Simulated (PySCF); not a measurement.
Compound: C₅H₈O.
Z-matrix (Å and degrees, GFN2-xTB geometry), rows numbered from 1:
```
C 
O   1  1.4051
C   2  1.4001  1  113.50
C   3  1.5081  2  114.77  1   177.77
C   4  1.3286  3   93.96  2  -120.37
C   5  1.5035  4   94.98  3     2.01
H   1  1.0963  2  111.71  3   -62.00
H   1  1.0881  2  106.45  3   178.65
H   1  1.0978  2  111.16  3    59.53
H   3  1.1017  2  110.30  1   -51.89
H   4  1.0732  3  130.79  2    59.92
H   5  1.0749  4  134.24  3  -177.39
H   6  1.0895  3  115.86  2  -125.51
H   6  1.0881  3  113.29  2     2.86
```

The closed-shell SCF was solved with PySCF and density fitting under several settings on one GFN2-xTB geometry (grid level 2 and gas phase unless stated).

| settings | basis functions | SCF cycles | E (Eh) | HOMO (eV) | LUMO (eV) | dipole (D) |
| --- | --- | --- | --- | --- | --- | --- |
| PBE0/pcSseg-1 | 142 | 14 | -270.1410 | -7.21 | 0.26 | 1.33 |
| PBE0/def2-SVPD | 187 | 14 | -269.9935 | -7.28 | 0.15 | 1.29 |
| PBE0/pcSseg-1, IEF-PCM dichloromethane | 142 | 13 | -270.1457 | -7.24 | 0.25 | 1.74 |
| wB97X/def2-SVP, energy threshold 1e-08 Eh | 124 | 9 | -270.2227 | -9.52 | 2.69 | 1.28 |
| PBE0/6-311G**, IEF-PCM dichloromethane, level shift 0.3 Eh | 156 | 12 | -270.2440 | -7.15 | 0.36 | 1.63 |
| PBE0/pcJ-1 | 242 | 14 | -270.1809 | -7.20 | 0.28 | 1.33 |

**Question.** Estimate the rows for these settings: (1) PBE0/pcseg-1; (2) PBE0/aug-pcSseg-1, start guess atom; (3) HF/pcSseg-1, fitting basis def2-universal-jkfit.

**Answer.** 
```csv
settings,basis functions,SCF cycles,E (Eh),HOMO (eV),LUMO (eV),dipole (D)
PBE0/pcseg-1,124,14,-270.1167,-7.23,0.23,1.36
"PBE0/aug-pcSseg-1, start guess atom",228,11,-270.1542,-7.25,-0.04,1.24
"HF/pcSseg-1, fitting basis def2-universal-jkfit",142,11,-268.7346,-9.83,4.26,1.51
```

**Question.** Over all rows, what range does the HOMO–LUMO gap span?

**Answer.** From 7.21 eV (PBE0/aug-pcSseg-1, start guess atom) to 14.09 eV (HF/pcSseg-1, fitting basis def2-universal-jkfit). The functional of the narrowest has 25 % exact exchange, that of the widest 100 % exact exchange.

**Question.** Compare two rows with the functional PBE0: PBE0/aug-pcSseg-1, start guess atom and PBE0/pcJ-1. Which energy is lower, and by how much?

**Answer.** PBE0/pcJ-1 (242 functions) lies 0.0267 Eh or 17 kcal/mol below PBE0/aug-pcSseg-1, start guess atom (228 functions).

Cycle counts include a coarse-grid stage where the run had one. All basis functions are spherical, in the Pople sets too. Geometry: GFN2-xTB, one conformer.
